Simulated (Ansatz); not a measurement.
# CH5AlS: up Jacob's ladder to CCSD(T)

An exercise on one series of results from a longer session: the logs are not shown, and one member is left open.

Computed with Ansatz 0.2.0, Gaussian basis. Level: functionals in def2-TZVPP, the program's frozen cores in correlated methods.

Plan: LDA (SPW92), PBE-D4, revPBE-D4, BLYP-D4, r2SCAN-D4, B97M-V, PBE0-D4, B3LYP-D4, r2SCANh-D4, r2SCAN0-D4, HSE06-D4, BHLYP-D4, CAM-B3LYP-D4, LC-ωPBE, ωB97X-V, ωB97M-V, B2PLYP, PBE-QIDH; CCSD(T)/def2-SVP; CCSD(T)/def2-TZVPP; CCSD(T)/def2-QZVPP; extrapolation to the limit; RPA on PBE.

### The relaxed structure

An earlier PBE0-D4 in a triple-zeta def2 set relaxation fixed the geometry.

8 atoms, charge 0, spin multiplicity 1.

Atoms are counted from 1 here; the program's logs count them from 0.

Bond lengths: C1–Al2 1.943 Å, C1–H4 1.095 Å, C1–H5 1.092 Å, C1–H6 1.095 Å, Al2–S3 2.188 Å, Al2–H7 1.585 Å, S3–H8 1.344 Å. Angles: Al2–C1–H4 110.7°, Al2–C1–H5 112.5°, Al2–C1–H6 110.8°, H4–C1–H5 107.9°, H4–C1–H6 106.6°, H5–C1–H6 108.0°, C1–Al2–S3 118.2°, C1–Al2–H7 124.4°, S3–Al2–H7 117.4°, Al2–S3–H8 93.8°.

The first run:

Input file in.yaml:

```yaml
crystal:
  periodic: [false, false, false]
  atoms:
    - {symbol: C, position_ang: [-0.729037, 1.066682, -0.417875]}
    - {symbol: Al, position_ang: [0.571500, -0.326575, -0.037903]}
    - {symbol: S, position_ang: [-0.003731, -1.933243, 1.331902]}
    - {symbol: H, position_ang: [-0.342770, 2.048268, -0.124316]}
    - {symbol: H, position_ang: [-1.676349, 0.908561, 0.102414]}
    - {symbol: H, position_ang: [-0.938042, 1.121302, -1.491202]}
    - {symbol: H, position_ang: [2.030232, -0.381199, -0.654312]}
    - {symbol: H, position_ang: [1.180296, -2.560898, 1.235491]}
basis:
  gaussian: {orbitals: def2-TZVPP}
hamiltonian: {xc: lda}
output: {orbitals: {seedname: orbitals}}
```

Run with:

```console
> ansatz run in.yaml --threads 2 --pin off --events-out ev --progress --plain --max-ram 32768MiB --backend cpu
```

Steps of the session up to this table: LDA; PBE-D4 (GGA); revPBE-D4 (GGA); BLYP-D4 (GGA); r2SCAN-D4 (meta-GGA); B97M-V (meta-GGA); PBE0-D4 (hybrid); B3LYP-D4 (hybrid); r2SCANh-D4 (hybrid); r2SCAN0-D4 (hybrid); HSE06-D4 (hybrid); BHLYP-D4 (hybrid); CAM-B3LYP-D4 (range-separated); LC-ωPBE (range-separated); ωB97X-V (range-separated); ωB97M-V (range-separated); B2PLYP (double hybrid); PBE-QIDH (double hybrid).

One of the session's tables, all rows but one given; the rest of the session is left out.

It belongs to the step «Orbital energies across the functionals». 

```
  functional  HOMO (eV)  gap (eV)
 LDA (SPW92)      -6.60      4.69
      PBE-D4      -6.47      4.79
   revPBE-D4      -6.42      4.85
     BLYP-D4      -6.29      4.73
   r2SCAN-D4      -6.76      5.40
      B97M-V      -6.81      5.31
     PBE0-D4      -7.65      6.72
    B3LYP-D4      -7.39      6.26
  r2SCANh-D4          ?         ?
  r2SCAN0-D4      -7.84      7.10
    HSE06-D4      -7.25      5.95
    BHLYP-D4      -8.67      8.51
CAM-B3LYP-D4      -8.95      8.95
     LC-ωPBE     -10.38     11.44
     ωB97X-V     -10.01     10.96
     ωB97M-V      -9.84     10.52
```

**Question.** Estimate the row for r2SCANh-D4.

Worked estimate for «HOMO (eV)». Against the share of exact exchange, r2SCAN-D4 (0, -6.76), r2SCAN0-D4 (0.25, -7.84) give a slope of -4.32 per unit share; at 0.1 the line stands at -7.19.

As computed: HOMO (eV): -7.19; gap (eV): 6.08. In «HOMO (eV)» the line misses by 0.00.
